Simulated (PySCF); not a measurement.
## Indirect couplings

Bonds (- single, = double, # triple, : aromatic): F1-C2 1.320 Å, C2-F3 1.320 Å, C2=C4 1.329 Å, C4-F5 1.321 Å, C4-F6 1.320 Å.

Indirect spin–spin couplings were computed at B3LYP/pcJ-1 (PySCF 2.14.0 with density-fitted response routines) on a GFN2-xTB structure, for the isolated molecule, without vibrational or relativistic corrections. Couplings are averaged over pairs made equivalent by symmetry, fast rotation or ring inversion, so a value needn't be that of the named pair in this geometry, while other rotamers aren't included; one pair stands for each set, and the list holds those of at least 1.5 Hz over up to four bonds. One-bond C–F couplings come out tens of Hz too large with common functionals.

Isotopes: 19F, 13C.

| pair | bonds | J (Hz) |
| --- | --- | --- |
| F1, C2 | 1 | -362.2 |
| C2, C4 | 1 | ? |
| F1, F3 | 2 | 52.1 |
| F1, C4 | 2 | 51.7 |
| F1, F5 | 3 | ? |
| F1, F6 | 3 | -156.2 |

Question: Estimate the withheld couplings, with signs.

Answer: 
- 1J(C2,C4) = 217.1 Hz (bond length 1.329 Å)
- 3J(F1,F5) = 123.3 Hz
